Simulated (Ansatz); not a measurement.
# AlBHF (triplet): wB97M-V, B2PLYP, RPA-PBE over vertical spin and charge gaps and displaced geometries, cc-pVDZ, part 2 of 2

Ansatz 0.2.0, Gaussian basis; cc-pVDZ, all electrons in the functionals, frozen cores in the correlation of double hybrids and RPA.

### Step 13. B2PLYP, charge 1, quartet

in.yaml reads:

```yaml
crystal:
  periodic: [false, false, false]
  atoms:
    - {symbol: Al, position_ang: [0.000000, -0.075183, 1.427166]}
    - {symbol: B, position_ang: [0.000000, 0.523760, -0.596061]}
    - {symbol: F, position_ang: [0.000000, -0.282645, -1.649481]}
    - {symbol: H, position_ang: [0.000000, 1.722317, -0.719901]}
basis:
  gaussian: {orbitals: cc-pVDZ}
total_charge: 1
magnetization: {spin_polarized: true, initial_magnetization: 3}
hamiltonian: {xc: {name: B2PLYP}}
correlation: {electrons: outside_noble_gas}
```

The run is started by

```console
ansatz run in.yaml --threads 1 --pin off --events-out ev --progress --plain --max-ram 2393MiB
```

Standard output, shortened:

```text
Functional definition: B2PLYP
  name "B2PLYP"
  cite "Grimme, J. Chem. Phys. 124, 034108 (2006) doi:10.1063/1.2148954"
  cite "Becke, Phys. Rev. A 38, 3098 (1988) doi:10.1103/PhysRevA.38.3098"
  cite "Lee, Yang & Parr, Phys. Rev. B 37, 785 (1988) doi:10.1103/PhysRevB.37.785"
[...]
484 factors; integrals over basis functions are off by at most 1.3e-3 eV
[...]
mean field -9985.88495660 eV, -366.9745034789 hartree, gradient 5.1e-6 eV, S^2 3.756231; 3 other end points of the search recorded, 0 dependent functions left out
7 core orbitals not correlated: weight in the atoms' cores, before any rotation towards them, 1.000 or more for the frozen orbitals, at most 0.000 for the correlated occupied ones
reference -9985.88508123 eV, -366.9745080594 hartree; 8, 5 occupied and 36, 39 virtual orbitals, 484 factors
second order -9.39626661 eV of doubles, -0.00000000 eV of singles
Total energy: -9988.42207322 eV, -367.0677407952 hartree
```

Wall time 3.3 s (1 thread of Arm Neoverse V1, shared host).

From the report: ⟨S²⟩ of the determinant 3.756 (pure quartet: 3.75).

From charge 0, triplet: +1008.5 kJ/mol.

### Step 14. B2PLYP, displaced geometry v1

in.yaml reads:

```yaml
crystal:
  periodic: [false, false, false]
  atoms:
    - {symbol: Al, position_ang: [-0.014366, -0.086010, 1.447343]}
    - {symbol: B, position_ang: [-0.015199, 0.496790, -0.587037]}
    - {symbol: F, position_ang: [0.032765, -0.250305, -1.683070]}
    - {symbol: H, position_ang: [-0.070012, 1.691843, -0.723688]}
basis:
  gaussian: {orbitals: cc-pVDZ}
magnetization: {spin_polarized: true, initial_magnetization: 2}
hamiltonian: {xc: {name: B2PLYP}}
correlation: {electrons: outside_noble_gas}
```

Launched as before.

Standard output, shortened:

```text
Functional definition: B2PLYP
  name "B2PLYP"
  cite "Grimme, J. Chem. Phys. 124, 034108 (2006) doi:10.1063/1.2148954"
  cite "Becke, Phys. Rev. A 38, 3098 (1988) doi:10.1103/PhysRevA.38.3098"
  cite "Lee, Yang & Parr, Phys. Rev. B 37, 785 (1988) doi:10.1103/PhysRevB.37.785"
[...]
484 factors; integrals over basis functions are off by at most 1.3e-3 eV
[...]
mean field -9996.11198067 eV, -367.3503396814 hartree, gradient 4.8e-6 eV, S^2 2.010680; 4 other end points of the search recorded, 0 dependent functions left out
7 core orbitals not correlated: weight in the atoms' cores, before any rotation towards them, 1.000 or more for the frozen orbitals, at most 0.000 for the correlated occupied ones
reference -9996.11210542 eV, -367.3503442660 hartree; 8, 6 occupied and 36, 38 virtual orbitals, 484 factors
second order -10.18365296 eV of doubles, -0.00000000 eV of singles
Total energy: -9998.86169172 eV, -367.4513896989 hartree
```

It took 3 s on 1 thread of Arm Neoverse V1, shared host.

From the report: ⟨S²⟩ of the determinant 2.011 (pure triplet: 2.00).

From charge 0, triplet: +1.2 kJ/mol.

### Step 15. B2PLYP, displaced geometry v2

in.yaml reads:

```yaml
crystal:
  periodic: [false, false, false]
  atoms:
    - {symbol: Al, position_ang: [0.059938, -0.067461, 1.423498]}
    - {symbol: B, position_ang: [-0.104937, 0.539856, -0.588135]}
    - {symbol: F, position_ang: [-0.028316, -0.298973, -1.649735]}
    - {symbol: H, position_ang: [0.054792, 1.650719, -0.701941]}
basis:
  gaussian: {orbitals: cc-pVDZ}
magnetization: {spin_polarized: true, initial_magnetization: 2}
hamiltonian: {xc: {name: B2PLYP}}
correlation: {electrons: outside_noble_gas}
```

The command is unchanged.

Standard output, shortened:

```text
Functional definition: B2PLYP
  name "B2PLYP"
  cite "Grimme, J. Chem. Phys. 124, 034108 (2006) doi:10.1063/1.2148954"
  cite "Becke, Phys. Rev. A 38, 3098 (1988) doi:10.1103/PhysRevA.38.3098"
  cite "Lee, Yang & Parr, Phys. Rev. B 37, 785 (1988) doi:10.1103/PhysRevB.37.785"
[...]
484 factors; integrals over basis functions are off by at most 1.2e-3 eV
[...]
mean field -9995.98039428 eV, -367.3455039711 hartree, gradient 3.6e-6 eV, S^2 2.011342; 4 other end points of the search recorded, 0 dependent functions left out
7 core orbitals not correlated: weight in the atoms' cores, before any rotation towards them, 1.000 or more for the frozen orbitals, at most 0.000 for the correlated occupied ones
reference -9995.98051847 eV, -367.3455085347 hartree; 8, 6 occupied and 36, 38 virtual orbitals, 484 factors
second order -10.20081377 eV of doubles, -0.00000000 eV of singles
Total energy: -9998.73473818 eV, -367.4467242424 hartree
```

Run time: 3.3 s. Hardware: 1 thread of Arm Neoverse V1, shared host.

From the report: ⟨S²⟩ of the determinant 2.011 (pure triplet: 2.00).

From charge 0, triplet: +13.4 kJ/mol.

### Step 16. RPA-PBE, charge 0, triplet

in.yaml reads:

```yaml
crystal:
  periodic: [false, false, false]
  atoms:
    - {symbol: Al, position_ang: [0.000000, -0.075183, 1.427166]}
    - {symbol: B, position_ang: [0.000000, 0.523760, -0.596061]}
    - {symbol: F, position_ang: [0.000000, -0.282645, -1.649481]}
    - {symbol: H, position_ang: [0.000000, 1.722317, -0.719901]}
basis:
  gaussian: {orbitals: cc-pVDZ}
magnetization: {spin_polarized: true, initial_magnetization: 2}
hamiltonian: {xc: {name: PBE}}
correlation: {method: rpa, electrons: outside_noble_gas}
```

The command is unchanged.

Standard output, shortened:

```text
Functional definition: PBE
  name "PBE"
  cite "Perdew, Burke & Ernzerhof, Phys. Rev. Lett. 77, 3865 (1996) doi:10.1103/PhysRevLett.77.3865"
  parent pbe
[...]
484 factors; integrals over basis functions are off by at most 1.3e-3 eV
[...]
mean field -9997.59079745 eV, -367.4046851960 hartree, gradient 4.0e-6 eV, S^2 2.003911; 5 other end points of the search recorded, 0 dependent functions left out
7 core orbitals not correlated: weight in the atoms' cores, before any rotation towards them, 1.000 or more for the frozen orbitals, at most 0.000 for the correlated occupied ones
reference -9974.68741039 eV, -366.5630012459 hartree; 8, 6 occupied and 36, 38 virtual orbitals, 484 factors
Total energy: -9988.63410799 eV, -367.0755329292 hartree
```

Wall time 5.5 s (1 thread of Arm Neoverse V1, shared host).

From the report: ⟨S²⟩ of the determinant 2.004 (pure triplet: 2.00).

### Step 17. RPA-PBE, charge 0, singlet

Changes to in.yaml since step 16:

```diff
@@ -9,3 +9,3 @@
   gaussian: {orbitals: cc-pVDZ}
-magnetization: {spin_polarized: true, initial_magnetization: 2}
+magnetization: {spin_polarized: true, initial_magnetization: 0}
 hamiltonian: {xc: {name: PBE}}
```

The command is unchanged.

Standard output, shortened:

```text
Functional definition: PBE
  name "PBE"
  cite "Perdew, Burke & Ernzerhof, Phys. Rev. Lett. 77, 3865 (1996) doi:10.1103/PhysRevLett.77.3865"
  parent pbe
[...]
484 factors; integrals over basis functions are off by at most 1.3e-3 eV
[...]
mean field -9997.82577720 eV, -367.4133205423 hartree, gradient 2.8e-6 eV, S^2 0.507030; 13 other end points of the search recorded, 0 dependent functions left out
7 core orbitals not correlated: weight in the atoms' cores, before any rotation towards them, 1.000 or more for the frozen orbitals, at most 0.000 for the correlated occupied ones
reference -9975.20663640 eV, -366.5820824496 hartree; 7, 7 occupied and 37, 37 virtual orbitals, 484 factors
Total energy: -9989.10330043 eV, -367.0927754335 hartree
```

Run time: 9.5 s. Hardware: 1 thread of Arm Neoverse V1, shared host.

From the report: ⟨S²⟩ of the determinant 0.507 (pure singlet: 0.00). The determinant is far from a pure spin state, so its energy mixes those of several spin states (harmless only where they are near-degenerate, as at dissociation).

From charge 0, triplet: -45.3 kJ/mol.

### Step 18. RPA-PBE, charge 0, quintet

Changes to in.yaml since step 17:

```diff
@@ -9,3 +9,3 @@
   gaussian: {orbitals: cc-pVDZ}
-magnetization: {spin_polarized: true, initial_magnetization: 0}
+magnetization: {spin_polarized: true, initial_magnetization: 4}
 hamiltonian: {xc: {name: PBE}}
```

The command is unchanged.

Standard output, shortened:

```text
Functional definition: PBE
  name "PBE"
  cite "Perdew, Burke & Ernzerhof, Phys. Rev. Lett. 77, 3865 (1996) doi:10.1103/PhysRevLett.77.3865"
  parent pbe
[...]
484 factors; integrals over basis functions are off by at most 1.3e-3 eV
[...]
mean field -9993.81559760 eV, -367.2659491602 hartree, gradient 7.4e-6 eV, S^2 6.001416; 5 other end points of the search recorded, 0 dependent functions left out
7 core orbitals not correlated: weight in the atoms' cores, before any rotation towards them, 1.000 or more for the frozen orbitals, at most 0.000 for the correlated occupied ones
reference -9971.57912033 eV, -366.4487736930 hartree; 9, 5 occupied and 35, 39 virtual orbitals, 484 factors
Total energy: -9984.85185068 eV, -366.9365375368 hartree
```

Wall time 4.8 s (1 thread of Arm Neoverse V1, shared host).

From the report: ⟨S²⟩ of the determinant 6.001 (pure quintet: 6.00).

From charge 0, triplet: +364.9 kJ/mol.

### Step 19. RPA-PBE, charge 1, doublet

Changes to in.yaml since step 18:

```diff
@@ -9,3 +9,4 @@
   gaussian: {orbitals: cc-pVDZ}
-magnetization: {spin_polarized: true, initial_magnetization: 4}
+total_charge: 1
+magnetization: {spin_polarized: true, initial_magnetization: 1}
 hamiltonian: {xc: {name: PBE}}
```

The command is unchanged.

Standard output, shortened:

```text
Functional definition: PBE
  name "PBE"
  cite "Perdew, Burke & Ernzerhof, Phys. Rev. Lett. 77, 3865 (1996) doi:10.1103/PhysRevLett.77.3865"
  parent pbe
[...]
484 factors; integrals over basis functions are off by at most 1.3e-3 eV
[...]
mean field -9990.61357578 eV, -367.1482770286 hartree, gradient 6.6e-6 eV, S^2 0.754306; 2 other end points of the search recorded, 0 dependent functions left out
7 core orbitals not correlated: weight in the atoms' cores, before any rotation towards them, 1.000 or more for the frozen orbitals, at most 0.000 for the correlated occupied ones
reference -9968.47394594 eV, -366.3346606389 hartree; 7, 6 occupied and 37, 38 virtual orbitals, 484 factors
Total energy: -9981.79809739 eV, -366.8243141733 hartree
```

It took 3.6 s on 1 thread of Arm Neoverse V1, shared host.

From the report: ⟨S²⟩ of the determinant 0.754 (pure doublet: 0.75).

From charge 0, triplet: +659.6 kJ/mol.

### Step 20. RPA-PBE, charge 1, quartet

Changes to in.yaml since step 19:

```diff
@@ -10,3 +10,3 @@
 total_charge: 1
-magnetization: {spin_polarized: true, initial_magnetization: 1}
+magnetization: {spin_polarized: true, initial_magnetization: 3}
 hamiltonian: {xc: {name: PBE}}
```

Launched as before.

Standard output, shortened:

```text
Functional definition: PBE
  name "PBE"
  cite "Perdew, Burke & Ernzerhof, Phys. Rev. Lett. 77, 3865 (1996) doi:10.1103/PhysRevLett.77.3865"
  parent pbe
[...]
484 factors; integrals over basis functions are off by at most 1.3e-3 eV
[...]
mean field -9987.25162784 eV, -367.0247277208 hartree, gradient 4.8e-6 eV, S^2 3.751964; 3 other end points of the search recorded, 0 dependent functions left out
7 core orbitals not correlated: weight in the atoms' cores, before any rotation towards them, 1.000 or more for the frozen orbitals, at most 0.000 for the correlated occupied ones
reference -9964.99764067 eV, -366.2069087767 hartree; 8, 5 occupied and 36, 39 virtual orbitals, 484 factors
Total energy: -9978.21979362 eV, -366.6928139353 hartree
```

Wall time 3.9 s (1 thread of Arm Neoverse V1, shared host).

From the report: ⟨S²⟩ of the determinant 3.752 (pure quartet: 3.75).

From charge 0, triplet: +1004.8 kJ/mol.

### Step 21. RPA-PBE, displaced geometry v1

in.yaml reads:

```yaml
crystal:
  periodic: [false, false, false]
  atoms:
    - {symbol: Al, position_ang: [-0.014366, -0.086010, 1.447343]}
    - {symbol: B, position_ang: [-0.015199, 0.496790, -0.587037]}
    - {symbol: F, position_ang: [0.032765, -0.250305, -1.683070]}
    - {symbol: H, position_ang: [-0.070012, 1.691843, -0.723688]}
basis:
  gaussian: {orbitals: cc-pVDZ}
magnetization: {spin_polarized: true, initial_magnetization: 2}
hamiltonian: {xc: {name: PBE}}
correlation: {method: rpa, electrons: outside_noble_gas}
```

The command is unchanged.

Standard output, shortened:

```text
Functional definition: PBE
  name "PBE"
  cite "Perdew, Burke & Ernzerhof, Phys. Rev. Lett. 77, 3865 (1996) doi:10.1103/PhysRevLett.77.3865"
  parent pbe
[...]
484 factors; integrals over basis functions are off by at most 1.3e-3 eV
[...]
mean field -9997.58057091 eV, -367.4043093773 hartree, gradient 3.8e-6 eV, S^2 2.003944; 3 other end points of the search recorded, 0 dependent functions left out
7 core orbitals not correlated: weight in the atoms' cores, before any rotation towards them, 1.000 or more for the frozen orbitals, at most 0.000 for the correlated occupied ones
reference -9974.67027114 eV, -366.5623713900 hartree; 8, 6 occupied and 36, 38 virtual orbitals, 484 factors
Total energy: -9988.62451345 eV, -367.0751803365 hartree
```

Run time: 3.9 s. Hardware: 1 thread of Arm Neoverse V1, shared host.

From the report: ⟨S²⟩ of the determinant 2.004 (pure triplet: 2.00).

From charge 0, triplet: +0.9 kJ/mol.

### Step 22. RPA-PBE, displaced geometry v2

in.yaml reads:

```yaml
crystal:
  periodic: [false, false, false]
  atoms:
    - {symbol: Al, position_ang: [0.059938, -0.067461, 1.423498]}
    - {symbol: B, position_ang: [-0.104937, 0.539856, -0.588135]}
    - {symbol: F, position_ang: [-0.028316, -0.298973, -1.649735]}
    - {symbol: H, position_ang: [0.054792, 1.650719, -0.701941]}
basis:
  gaussian: {orbitals: cc-pVDZ}
magnetization: {spin_polarized: true, initial_magnetization: 2}
hamiltonian: {xc: {name: PBE}}
correlation: {method: rpa, electrons: outside_noble_gas}
```

Same command.

Standard output, shortened:

```text
Functional definition: PBE
  name "PBE"
  cite "Perdew, Burke & Ernzerhof, Phys. Rev. Lett. 77, 3865 (1996) doi:10.1103/PhysRevLett.77.3865"
  parent pbe
[...]
484 factors; integrals over basis functions are off by at most 1.2e-3 eV
[...]
mean field -9997.44478278 eV, -367.3993192558 hartree, gradient 7.5e-6 eV, S^2 2.004188; 3 other end points of the search recorded, 0 dependent functions left out
7 core orbitals not correlated: weight in the atoms' cores, before any rotation towards them, 1.000 or more for the frozen orbitals, at most 0.000 for the correlated occupied ones
reference -9974.52727362 eV, -366.5571163281 hartree; 8, 6 occupied and 36, 38 virtual orbitals, 484 factors
Total energy: -9988.48683491 eV, -367.0701207434 hartree
```

Run time: 2.8 s. Hardware: 1 thread of Arm Neoverse V1, shared host.

From the report: ⟨S²⟩ of the determinant 2.004 (pure triplet: 2.00).

From charge 0, triplet: +14.2 kJ/mol.

### Step 23. Against the wave-function levels

The yardstick is UCCSDT(Q), where the cluster series has nearly closed. It comes from earlier runs at the same points. Energies in kJ/mol, counted from charge 0, triplet; blanks weren't run or aren't comparable.

```
    level  triplet to singlet  triplet to quintet  ionisation to the doublet cation  ionisation to the quartet cation  displacement v1  displacement v2
UCCSDT(Q)               -51.3               364.1                             650.9                            1002.3              0.9             14.3
  wB97M-V               -64.7               408.2                             639.7                            1024.3              1.5             13.0
   B2PLYP               -43.9               387.7                             647.8                            1008.5              1.2             13.4
  RPA-PBE               -45.3               364.9                             659.6                            1004.8              0.9             14.2
```

Largest miss and mean time a point (UCCSDT(Q) took 1.8 min a point; shared hosts):

```
  level  largest miss (kJ/mol)                             where  time a point
wB97M-V                  +44.1                triplet to quintet          11 s
 B2PLYP                  +23.6                triplet to quintet           4 s
RPA-PBE                   +8.6  ionisation to the doublet cation         4.9 s
```

### Step 24. Summary of results

This closing draws on all 2 parts.

```
                                   quantity                                           value
              triplet to singlet, UCCSDT(Q)                                    -51.3 kJ/mol
              triplet to quintet, UCCSDT(Q)                                    364.1 kJ/mol
ionisation to the doublet cation, UCCSDT(Q)                                    650.9 kJ/mol
ionisation to the quartet cation, UCCSDT(Q)                                   1002.3 kJ/mol
                 displacement v1, UCCSDT(Q)                                      0.9 kJ/mol
                 displacement v2, UCCSDT(Q)                                     14.3 kJ/mol
                      largest miss, wB97M-V               +44.1 kJ/mol (triplet to quintet)
                       largest miss, B2PLYP               +23.6 kJ/mol (triplet to quintet)
                      largest miss, RPA-PBE  +8.6 kJ/mol (ionisation to the doublet cation)
```

What this shows: Of the functionals, RPA-PBE keep the smallest largest miss at the points compared (at most 8.6 kJ/mol) and wB97M-V strays most (44.1 kJ/mol, at triplet to quintet). B2PLYP, RPA-PBE clearly break the spin symmetry at some points (⟨S²⟩ up to 0.51 above the pure value), so energy there is bought with a mixed spin. Functionals and the yardstick converge differently with the basis, so part of each miss in cc-pVDZ is the basis.
